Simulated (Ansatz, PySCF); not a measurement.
Dissociation curve of SMILES C#C (C2H2). The C1–C3 bond (C1 also carries H; C3 carries H) is varied alone, starting from the PBE0/def2-TZVP optimised geometry.

- RKS-BLYP = restricted BLYP/cc-pVDZ (PySCF)
- RKS-M06-2X = restricted M06-2X/cc-pVDZ (PySCF)
- UKS-PBE = unrestricted PBE/cc-pVDZ (Ansatz, a first-principles code)
- RHF/cc-pVDZ (PySCF)

Energies are in kJ/mol, each relative to the lowest point of its own curve near equilibrium.

```json
[
 {"R / Å": "0.96", "RKS-BLYP": "565.6", "RKS-M06-2X": "542.5", "UKS-PBE": "570.0", "RHF": "510.8"},
 {"R / Å": "1.02", "RKS-BLYP": "293.3", "RKS-M06-2X": "273.8", "UKS-PBE": "296.1", "RHF": "248.1"},
 {"R / Å": "1.08", "RKS-BLYP": "126.1", "RKS-M06-2X": "111.5", "UKS-PBE": "127.7", "RHF": "93.2"},
 {"R / Å": "1.11", "RKS-BLYP": "72.8", "RKS-M06-2X": "61.1", "UKS-PBE": "73.9", "RHF": "46.9"},
 {"R / Å": "1.17", "RKS-BLYP": "12.7", "RKS-M06-2X": "7.6", "UKS-PBE": "13.0", "RHF": "2.6"},
 {"R / Å": "1.20", "RKS-BLYP": "1.4", "RKS-M06-2X": "0.0", "UKS-PBE": "1.5", "RHF": "0.0"},
 {"R / Å": "1.23", "RKS-BLYP": "0.0", "RKS-M06-2X": "2.6", "UKS-PBE": "0.0", "RHF": "7.9"},
 {"R / Å": "1.26", "RKS-BLYP": "7.0", "RKS-M06-2X": "13.9", "UKS-PBE": "7.0", "RHF": "24.6"},
 {"R / Å": "1.31", "RKS-BLYP": "33.7", "RKS-M06-2X": "48.3", "UKS-PBE": "33.8", "RHF": "68.5"},
 {"R / Å": "1.39", "RKS-BLYP": "104.5", "RKS-M06-2X": "132.7", "UKS-PBE": "105.5", "RHF": "169.4"},
 {"R / Å": "1.47", "RKS-BLYP": "196.9", "RKS-M06-2X": "240.1", "UKS-PBE": "199.2", "RHF": "294.3"},
 {"R / Å": "1.62", "RKS-BLYP": "394.2", "RKS-M06-2X": "468.3", "UKS-PBE": "400.1", "RHF": "557.8"},
 {"R / Å": "1.78", "RKS-BLYP": "605.2", "RKS-M06-2X": "714.9", "UKS-PBE": "599.8", "RHF": "843.8"},
 {"R / Å": "2.00", "RKS-BLYP": "861.6", "RKS-M06-2X": "1022.0", "UKS-PBE": "803.4", "RHF": "1205.7"},
 {"R / Å": "2.14", "RKS-BLYP": "998.6", "RKS-M06-2X": "1191.4", "UKS-PBE": "899.2", "RHF": "1408.7"},
 {"R / Å": "2.37", "RKS-BLYP": "—", "RKS-M06-2X": "1426.0", "UKS-PBE": "1009.8", "RHF": "1694.2"},
 {"R / Å": "2.66", "RKS-BLYP": "—", "RKS-M06-2X": "1654.7", "UKS-PBE": "1045.7", "RHF": "1977.6"},
 {"R / Å": "2.97", "RKS-BLYP": "—", "RKS-M06-2X": "—", "UKS-PBE": "1045.1", "RHF": "2205.0"},
 {"R / Å": "3.25", "RKS-BLYP": "—", "RKS-M06-2X": "—", "UKS-PBE": "1041.9", "RHF": "2359.5"},
 {"R / Å": "3.60", "RKS-BLYP": "—", "RKS-M06-2X": "—", "UKS-PBE": "1039.3", "RHF": "2503.2"},
 {"R / Å": "4.16", "RKS-BLYP": "—", "RKS-M06-2X": "—", "UKS-PBE": "1037.4", "RHF": "2655.9"}
]
```

At the longest distance, 4.16 Å, RHF lies highest above its minimum (2655.9 kJ/mol) and UKS-PBE lowest (1037.4 kJ/mol).

A dash means that the run gave no value there, or that the column was ended at a point which the program doubted or which failed a test of continuity chosen for this set; such a test can also cut sound points.

The restricted form behind RKS-BLYP, RKS-M06-2X, RHF keeps the bonding electrons paired and can't separate into open-shell fragments. The unrestricted solution behind UKS-PBE changes between 1.78 and 2.00 Å and between 2.14 and 2.37 Å, which can leave a kink. The unrestricted determinant behind UKS-PBE is spin-contaminated at 1.78 to 4.16 Å (<S²> up to 2.2, against 0.00 for a pure singlet).
